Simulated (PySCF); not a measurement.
# Magnesium: highly charged ions in a basis for the neutral atom

Mg⁹⁺ [He] 2s1, Mg¹⁰⁺ 1s2. All numbers are calculated (PySCF 2.14, the non-relativistic Hamiltonian (point nucleus), in cc-pVDZ). No spin-orbit coupling, so a gap to NIST mixes the basis error with missing relativistic terms.

Changed run: basis of the neutral atom used for a highly charged ion. This setting is unsound on purpose.

```tsv
species	method	sound run (hartree)	changed run (hartree)	converged
Mg⁹⁺	UHF	not run	-149.63298	yes
Mg⁹⁺	TPSS	not run	-149.70980	yes
Mg⁹⁺	PBE0	not run	-149.60098	yes
Mg¹⁰⁺	UHF	not run	-136.60290	yes
Mg¹⁰⁺	TPSS	not run	-136.65666	yes
Mg¹⁰⁺	PBE0	not run	-136.54520	yes
```

Ionisation energy of Mg⁹⁺:

```
method  changed run (eV)  NIST (eV)
   UHF            354.57     367.49
  TPSS            355.19     367.49
  PBE0            355.27     367.49
```

The contracted functions were made for the neutral atom and can be too rigid for a highly charged ion.
